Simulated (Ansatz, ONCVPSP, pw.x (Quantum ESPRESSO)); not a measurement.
**What a changed setting does to a pw.x run (bcc W)**

Potential: optimised norm-conserving Vanderbilt (ONCV), ONCVPSP 4.0.1.1 (patched build), PBEsol; core [Kr] 4d10 4f14, reference 5s2 5p6 5d4 6s2; waves: 5s+6s: rc 1.70 bohr, ncon 3, nbas 6, qcut 8.8 1/bohr, 2 projectors; 5p: rc 2.05 bohr, ncon 5, nbas 10, qcut 5.3 1/bohr, 2 projectors, debl 2.3 Ha; 5d: rc 1.70 bohr, ncon 3, nbas 7, qcut 9.3 1/bohr, local; local part: the d channel; core correction: none.

The reference run (k-mesh 15³, cutoffs 65/260 Ry, Fermi–Dirac 0.01 Ry, mixing_beta 0.4, conv_thr 1e-9, no spin) gives -2.48 GPa at 15.687 Å³/atom, where all-electron LAPW gives 0.22 GPa. This run, with its own iteration cap, changes nbnd to 10.

```
&control
  calculation='scf', prefix='x', pseudo_dir='./', outdir='./tmp', tstress=.true., disk_io='none'
/
&system
  ibrav=0, nat=1, ntyp=1, ecutwfc=65, ecutrho=260, nbnd=10,
  occupations='smearing', smearing='fd', degauss=0.01
/
&electrons
  conv_thr=1e-09, mixing_beta=0.4, electron_maxstep=50
/
ATOMIC_SPECIES
W 1.0 W.UPF
CELL_PARAMETERS angstrom
  -1.57698163 1.57698163 1.57698163
  1.57698163 -1.57698163 1.57698163
  1.57698163 1.57698163 -1.57698163
ATOMIC_POSITIONS crystal
W 0.0000 0.0000 0.0000
K_POINTS automatic
15 15 15 0 0 0
```

```bash
pw.x < W.scf.in > W.scf.out
```

**Question.** How does the run end?

**Answer.** It converges in 7 iterations; the free energy moves by +0.0 meV/atom and the pressure by -0.01 GPa. The result is that of the reference run.

```
Message from routine setup:
     using ibrav=0 with symmetry is DISCOURAGED, use correct ibrav instead
     lattice parameter (alat)  =       5.1616  a.u.
     unit-cell volume          =     105.8611 (a.u.)^3
     number of electrons       =        14.00
     number of Kohn-Sham states=           10
     kinetic-energy cutoff     =      65.0000  Ry
     charge density cutoff     =     260.0000  Ry
     scf convergence threshold =      1.0E-09
     Exchange-correlation= PBESOL
     number of k points=   120  Fermi-Dirac smearing, width (Ry)=  0.0100
     iteration #  1     ecut=    65.00 Ry     beta= 0.40
     total energy              =    -137.32432058 Ry
     estimated scf accuracy    <       0.03787633 Ry
     iteration #  2     ecut=    65.00 Ry     beta= 0.40
     total energy              =    -137.32375220 Ry
     estimated scf accuracy    <       0.00658585 Ry
     iteration #  3     ecut=    65.00 Ry     beta= 0.40
     total energy              =    -137.32477214 Ry
     estimated scf accuracy    <       0.00038157 Ry
     iteration #  4     ecut=    65.00 Ry     beta= 0.40
     total energy              =    -137.32478819 Ry
     estimated scf accuracy    <       0.00009131 Ry
     iteration #  5     ecut=    65.00 Ry     beta= 0.40
     total energy              =    -137.32480586 Ry
     estimated scf accuracy    <       0.00000017 Ry
     iteration #  6     ecut=    65.00 Ry     beta= 0.40
     total energy              =    -137.32480590 Ry
     estimated scf accuracy    <       0.00000010 Ry
     iteration #  7     ecut=    65.00 Ry     beta= 0.40
     the Fermi energy is    22.4707 ev
!    total energy              =    -137.32480592 Ry
     estimated scf accuracy    <          6.0E-10 Ry
     smearing contrib. (-TS)   =      -0.00221622 Ry
     The total energy is F=E-TS. E is the sum of the following terms:
     one-electron contribution =     -18.66412125 Ry
     hartree contribution      =      16.26341724 Ry
     xc contribution           =     -15.24494192 Ry
     ewald contribution        =    -119.67694377 Ry
     convergence has been achieved in   7 iterations
          total   stress  (Ry/bohr**3)                   (kbar)     P=      -24.83
     Message from routine punch:
     Nothing written, as per user request (disk_io='none')
```

The run took about 6.4 s on one core of a shared host (AMD EPYC 9R45 96-Core Processor, 96 threads, 376 GiB, load 38).
